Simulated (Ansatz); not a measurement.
Cost and result for the atomization energy of C6H6O (`O=C1C=CC=CC1`) (13 atoms, 13 bonds).

Z-matrix (Å, degrees):
```
C
C 1 1.485
C 1 1.517 2 117.0
H 1 1.097 2 110.3 3 123.0
H 1 1.098 2 110.2 3 -122.7
C 2 1.336 1 121.7 3 0.4
H 2 1.085 1 117.8 3 -179.7
C 3 1.461 1 117.0 2 -0.6
O 3 1.214 1 120.7 2 179.5
C 6 1.448 2 120.6 1 -0.1
H 6 1.084 2 120.7 1 179.9
H 8 1.084 3 116.7 1 -179.7
H 10 1.086 6 117.9 2 179.9
```

Charge 0, multiplicity 1. All single points use the PBE0-D4/def2-TZVP geometry. Program: Ansatz. All runs use 2 threads of an AMD EPYC 7R13 on a shared host and a share of an NVIDIA H100 80 GB. Times are those of one run each, without the atoms' runs, and a repeat can differ threefold. Electronic energies, without spin–orbit coupling; frozen cores. CCSD(T)/CBS adds CCSD(T) − MP2 in def2-TZVPP to the MP2 limit, and its time is that of the two runs behind it. T1 = 0.015; the RHF reference is unstable towards UHF. B3LYP takes the VWN-RPA correlation (the form of Gaussian; ORCA's B3LYP/G).

CCSD(T)/CBS is a level of theory with its own doubt, some kJ/mol a heavy atom from the limit and from the frozen cores, so smaller differences don't rank the functionals.

| level | functions | wall time | atomization (kJ/mol) | difference from CCSD(T)/CBS | per bond |
| --- | --- | --- | --- | --- | --- |
| revPBE-D4/def2-TZVPP | 301 | 4 s | 6152.2 | 92.8 | 7.1 |
| r2SCAN-D4/def2-TZVPP (with forces) | 301 | 5 s | 6124.0 | 64.6 | 5.0 |
| PBE-D4/def2-TZVPP (with forces) | 301 | 5.5 s | 6318.9 | 259.5 | 20.0 |
| BHLYP-D4/def2-TZVPP | 301 | 5.5 s | 5868.3 | -191.1 | -14.7 |
| PBE0-D4/def2-TZVPP | 301 | 6.5 s | 6171.4 | 112.0 | 8.6 |
| PBE-QIDH/def2-TZVPP | 301 | 7.5 s | 6091.6 | 32.2 | 2.5 |
| MP2/def2-QZVPP | 579 | 7.5 s | 6164.1 | 104.7 | 8.1 |
| B2PLYP/def2-TZVPP | 301 | 8.5 s | 6031.4 | -28.0 | -2.2 |
| r2SCANh-D4/def2-TZVPP | 301 | 9 s | 6077.1 | 17.7 | 1.4 |
| B3LYP-D4/def2-TZVPP (with forces) | 301 | 9.5 s | 6087.6 | 28.2 | 2.2 |
| CCSD(T)/def2-SVP | 128 | 11 s | 5841.8 | -217.6 | -16.7 |
| CCSD(T)/def2-TZVPP | 301 | 11 s | 5912.8 | -146.6 | -11.3 |
| CCSD(T)/CBS(def2) | – | 19 s | 6059.4 | 0.0 | 0.0 |

From PBE to PBE0 (25 % exact exchange), in def2-TZVPP and without D4, the atomization energy moves by −142.5 kJ/mol: exact exchange takes away binding that semilocal exchange gives to molecules. The D4 term adds +50.2 kJ/mol with B3LYP and +26.3 kJ/mol with PBE0; it sums over pairs of atoms, weighted by their polarisabilities, and B3LYP, whose exchange is more repulsive, gets the larger term. Leaving LDA and LC-ωPBE aside and taking each functional with its dispersion term where it has one, the values spread over 450.6 kJ/mol, from BHLYP-D4 to PBE-D4. LDA lies +782.2 kJ/mol from PBE without D4, its usual overbinding.
